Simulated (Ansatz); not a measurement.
1T (CdI2-type) TiTe2

Calculation: PBE-D3(BJ) in Ansatz (PAW).

Cell: relaxed at this level.

| Item | Value |
|---|---|
| interlayer binding energy | 39.2 meV/Å² |
| layer repeat distance | 6.379 Å |
| gap between the layers | 2.920 Å |

Note: the volume lies 6 % below that of the published cell.

Spin–orbit coupling is not included.

The computed numbers hold no vibrational or temperature effects.

The result took about 2.3 core-minutes (a rough figure).

Ansatz is an electronic-structure program.
